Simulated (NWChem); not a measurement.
System meant: difluoromethane (CH$_{2}$F$_{2}$); SMILES FCF

Input file for NWChem:

```
start job
memory heap 200 mb stack 900 mb global 1100 mb
geometry units angstroms noautosym nocenter noautoz
  F      1.097610     0.000000    -0.288676
  C      0.000000     0.000000     0.499574
  F     -1.097610     0.000000    -0.288676
  H      0.000000     0.911829     1.103085
  H      0.000000    -0.911829     1.103085
end
basis spherical
  * library def2-svp
end
dft
  xc m06-l
  iterations 150
end
property
  shielding 3 1 2 4
end
task dft property
```

End of the output:

```
 Vector   16  Occ=0.000000D+00  E= 1.147237D-01
              MO Center= -1.4D-09, -2.4D-08,  1.2D+00, r^2= 3.2D+00
   Bfn.  Coefficient  Atom+Function         Bfn.  Coefficient  Atom+Function
  ----- ------------  ---------------      ----- ------------  ---------------
    44      1.484274  4 H  s                 49     -1.484274  5 H  s
    22     -1.090115  2 C  py                19     -0.531385  2 C  py
    43      0.158338  4 H  s                 48     -0.158338  5 H  s
     8      0.134719  1 F  py                36      0.134719  3 F  py
     5     -0.091611  1 F  py                33     -0.091611  3 F  py

 center of mass
 --------------
 x =   0.00000000 y =   0.00000000 z =  -0.09992960

 moments of inertia (a.u.)
 ------------------
          36.226220890382           0.000000000000           0.000000000000
           0.000000000000         193.712591454214           0.000000000000
           0.000000000000           0.000000000000         169.455693679315

     Multipole analysis of the density
     ---------------------------------

     L   x y z        total         alpha         beta         nuclear
     -   - - -        -----         -----         ----         -------
     0   0 0 0     -0.000000    -13.000000    -13.000000     26.000000

     1   1 0 0     -0.000000     -0.000000     -0.000000      0.000000
     1   0 1 0     -0.000000     -0.000000     -0.000000      0.000000
     1   0 0 1      0.704991      0.345460      0.345460      0.014071

     2   2 0 0    -13.724763    -45.582466    -45.582466     77.440168
     2   1 1 0      0.000000      0.000000      0.000000      0.000000
     2   1 0 1      0.000000      0.000000      0.000000      0.000000
     2   0 2 0    -11.175739     -8.556967     -8.556967      5.938195
     2   0 1 1     -0.000000     -0.000000     -0.000000      0.000000
     2   0 0 2    -11.140883    -15.267751    -15.267751     19.394619

          -----------------------------------------
          Chemical Shielding Tensors (GIAO, in ppm)
          -----------------------------------------

 ------------------------------------------------------------------------
  xm06: d2 not coded                    0
 ------------------------------------------------------------------------
 ------------------------------------------------------------------------
  current input line :
    20: task dft property
 ------------------------------------------------------------------------
 ------------------------------------------------------------------------
 This error has not yet been assigned to a category
 ------------------------------------------------------------------------
 For more information see the NWChem manual at https://nwchemgit.github.io

0: xm06: d2 not coded:Received an Error in Communication
```

Question: What is wrong, and how is it mended?

Answer: The program stopped with an error. Cause: this functional's second derivatives, which shieldings need, aren't coded here; the fix takes a hybrid GGA instead. This input runs:
```
start job
memory heap 200 mb stack 900 mb global 1100 mb
geometry units angstroms noautosym nocenter noautoz
  F      1.097610     0.000000    -0.288676
  C      0.000000     0.000000     0.499574
  F     -1.097610     0.000000    -0.288676
  H      0.000000     0.911829     1.103085
  H      0.000000    -0.911829     1.103085
end
basis spherical
  F library def2-svp
  C library def2-svp
  H library def2-svp
end
dft
  xc pbe0
  iterations 150
end
property
  shielding 3 1 2 4
end
task dft property
```
It converges to -238.56151 Ha (PBE0/def2-SVP, GIAO).
